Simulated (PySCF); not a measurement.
Molecular orbitals of SiC

B3LYP at R = 1.723 Å; basis Si cc-pV(D+d)Z, C cc-pVDZ; no relativity; PySCF 2.14. State: ³Π (triplet), unpaired electrons σ ↑, π ↑. Only the outer orbitals are listed, counted within each symmetry.

```
spin  orbital  occ.  ε (eV)  on Si (%)           main shells (%)
   α       5σ     1  -18.02         32           63 C s, 23 Si s
   α       6σ     1  -11.01         55   50 Si s, 23 C s, 22 C p
   α       2π     1   -7.73         34           66 C p, 31 Si p
   α       7σ     1   -7.67         52  46 C p, 32 Si p, 19 Si s
   α       2π     1   -6.94         36           64 C p, 34 Si p
   α       3π     0   -2.05         73           70 Si p, 27 C p
   α       3π     0   -1.48         71           67 Si p, 29 C p
   β       5σ     1  -16.08         41           52 C s, 33 Si s
   β       6σ     1   -9.42         74  55 Si s, 23 C s, 18 Si p
   β       2π     1   -6.26         53           51 Si p, 46 C p
   β       2π     0   -4.34         61           60 Si p, 38 C p
   β       7σ     0   -3.77         29   58 C p, 23 Si p, 12 C s
   β       3π     0   -0.99         55           49 Si p, 45 C p
```

Problem. Which are the highest filled and the lowest empty level, where do they sit, and how wide is the gap?

Solution. Highest filled β 2π at -6.26 eV (in %: 51 Si p, 46 C p); lowest empty β 2π at -4.34 eV (in %: 60 Si p, 38 C p); the gap at B3LYP is 1.92 eV. Both belong to one degenerate shell, split only by its one-sided filling, so this is no excitation gap.

The bond order (Mayer) is 2.33. The ⟨S²⟩ is 2.033 and the charge on Si (Mulliken, basis-dependent) is 0.22. The charge on Si (Löwdin, basis-dependent) is 0.29, the dipole moment (positive dipole means Si(−)C(+)) is -1.53 D and the polarisability along the bond is 51.2 bohr³. The polarisability across the bond is 31.5 bohr³.

The state was picked by a PBE0 search and need not be the measured ground state.
